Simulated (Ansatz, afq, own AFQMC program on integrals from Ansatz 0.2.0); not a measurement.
# HfH, doublet in def2-TZVP, levels against full CI

```yaml
atoms:
  - { symbol: Hf, position_ang: [0.0000, 0.0000, 0.0000] }
  - { symbol: H, position_ang: [0.0000, 0.0000, 1.4990] }
```

Basis def2-TZVP with its core potentials. Noble-gas cores (and the filled d shells of Ga–Kr and In–Xe) are frozen. Integrals, coupled cluster, full CI and functionals: Ansatz 0.2.0; the random walks run on the same integrals in our own AFQMC program. The CISD trial takes its coefficients from CCSD amplitudes. Released means that phaseless walkers are propagated on without the constraint, phases kept. ± is one standard error of the sampling. No spin–orbit coupling. The metal's outer-core s and p shells are frozen, which shifts wave-function levels against functionals.

Determinant: ROHF, the one that the program's search chose, which needn't be the lowest solution. The geometry is a point of a scan.

Full CI on the same integrals is exact in this basis and with this determinant's frozen core.

Cautions: no spin-orbit coupling; outer-core shells of the metal frozen; a spin-contaminated unrestricted determinant lies lower (UHF 140 meV lower, ⟨S²⟩ 0.97); the released energies have errors that jump between times, so the bars are unsure, so no released level is given (meV from the phaseless value at times in 1/Eh: -9.2 ± 1.7 at 0.60, 191 ± 202 at 1.20, -18 ± 3 at 2.00, -18.0 ± 2.5 at 3.00, -24 ± 3 at 4.20); CCSDTQ on the UHF determinant differs (29 meV lower), by its state or its frozen core.

```
T1 diagnostic                               : 0.0282
weight of the determinant in the CISD state : 0.884
size of the correlated space                : 5 electrons in 42 orbitals
```

Reference: full CI, correlation energy -2.533 eV.

```
        level  E − E(reference) (kJ/mol)  share of correlation (%)
           HF                      244.4                      0.00
          MP2                       65.3                     73.29
         CCSD                       12.0                     95.10
      CCSD(T)                        3.7                     98.47
        CCSDT                        0.5                     99.81
     CCSDT(Q)                        0.1                     99.96
       CCSDTQ                        0.0                    100.00
ph-AFQMC/CISD                  3.1 ± 0.2                     98.72
```

CCSDT and higher add their correlation energy to the determinant of the CCSD(T) run, since their own runs factorise the integrals more tightly (a shift of under 2 meV). A walk keeps the symmetry of its determinant, which the program's search chose and which needn't be the lowest solution, so a lower state of the same spin and another symmetry isn't excluded.
